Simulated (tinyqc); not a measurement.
Worked calculation: extended Hueckel theory, for N2-. The parameters take no account of the charge, which enters only through the electron count, and nothing here shows that the anion is bound. One step of it, computed by the program tinyqc.

Task: Wolfsberg-Helmholz matrix. H_ij = K' S_ij (H_ii + H_jj)/2 for i != j (the diagonal keeps H_ii), with K' = 1.75.

overlap S, lower triangle:
```
            1N 2s    1N 2px    1N 2py     1N 2pz     2N 2s    2N 2px    2N 2py    2N 2pz
1N 2s    1.000000
1N 2px   0.000000  1.000000
1N 2py   0.000000  0.000000  1.000000
1N 2pz   0.000000  0.000000  0.000000   1.000000
2N 2s    0.529997  0.000000  0.000000   0.480353  1.000000
2N 2px   0.000000  0.355528  0.000000   0.000000  0.000000  1.000000
2N 2py   0.000000  0.000000  0.355528   0.000000  0.000000  0.000000  1.000000
2N 2pz  -0.480353  0.000000  0.000000  -0.276932  0.000000  0.000000  0.000000  1.000000
```

diagonal H_ii (eV): 1N 2s -26.000000, 1N 2px -13.400000, 1N 2py -13.400000, 1N 2pz -13.400000, 2N 2s -26.000000, 2N 2px -13.400000, 2N 2py -13.400000, 2N 2pz -13.400000

K = 1.750000

Give: H.

Result:

H (eV), lower triangle:
```
           1N 2s    1N 2px    1N 2py    1N 2pz     2N 2s    2N 2px    2N 2py    2N 2pz
1N 2s   -26.0000
1N 2px    0.0000  -13.4000
1N 2py    0.0000    0.0000  -13.4000
1N 2pz    0.0000    0.0000    0.0000  -13.4000
2N 2s   -24.1148    0.0000    0.0000  -16.5602  -26.0000
2N 2px    0.0000   -8.3371    0.0000    0.0000    0.0000  -13.4000
2N 2py    0.0000    0.0000   -8.3371    0.0000    0.0000    0.0000  -13.4000
2N 2pz   16.5602    0.0000    0.0000    6.4940    0.0000    0.0000    0.0000  -13.4000
```
